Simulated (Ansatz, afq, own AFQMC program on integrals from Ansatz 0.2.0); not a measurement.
**NH, singlet: AFQMC among the cluster methods**

| atom | x (Å) | y (Å) | z (Å) |
| --- | --- | --- | --- |
| N | 0.0000 | 0.0000 | 0.0000 |
| H | 0.0000 | 0.0000 | 1.6910 |

Basis cc-pVDZ. Only valence electrons are correlated. Integrals, coupled cluster, full CI and functionals: Ansatz 0.2.0; the random walks run on the same integrals in our own AFQMC program. The CISD trial takes its coefficients from CCSD amplitudes. Released means that phaseless walkers are propagated on without the constraint, phases kept. ± is one standard error of the sampling.

Determinant: RHF, the one that the program's search chose, which needn't be the lowest solution. The geometry is a point of a scan.

Full CI on the same integrals is exact in this basis and with this determinant's frozen core.

Cautions: another spin lies lower; restricted determinant unstable towards unrestricted (UHF 2.79 eV lower, ⟨S²⟩ 1.62); strong correlation (T1 0.017, weight of the determinant 0.78, largest double 0.40); the CCSDT(Q) amplitudes may be one of several solutions (largest double 0.96); the CCSDTQ amplitudes may be one of several solutions (largest double 0.97); the released energies are still falling, so no released level is given (meV from the phaseless value at times in 1/Eh: -28 ± 6 at 0.24, -42 ± 7 at 0.51, -53 ± 8 at 0.99, -71 ± 8 at 1.62, -86 ± 18 at 2.40); the ph-AFQMC/CISD walk drifts between its halves (2.9 errors); the determinant fills πx and πy unequally, so it mixes two states of the linear molecule, and each level undoes that mixture to a different degree, while full CI gives the lower state; CCSDTQ on the UHF determinant differs (2.09 eV lower), perhaps since the unrestricted series falls towards higher spin.

```
T1 diagnostic                               : 0.0172
weight of the determinant in the CISD state : 0.775
size of the correlated space                : 6 electrons in 18 orbitals
```

```tsv
level	correlation energy (eV)
MP2	-3.7460
CCSD	-4.9452
CCSD(T)	-5.2242
```

(1) Estimate where full CI lies against CCSD(T) on the same integrals.

(1) 5.06 kcal/mol below CCSD(T).

Reference: full CI, correlation energy -5.444 eV. The cautions show a poor starting determinant, so the rows tell how each method copes with it here, and full CI is the sure value.

```
        level  E − E(reference) (kcal/mol)  share of correlation (%)
      CCSD(T)                         5.06                     95.97
        CCSDT                         0.45                     99.64
     CCSDT(Q)                        -0.17                    100.13
       CCSDTQ                         0.05                     99.96
ph-AFQMC/CISD                  5.44 ± 0.17                     95.67
```

CCSDT and higher add their correlation energy to the determinant of the CCSD(T) run, since their own runs factorise the integrals more tightly (a shift of under 2 meV).
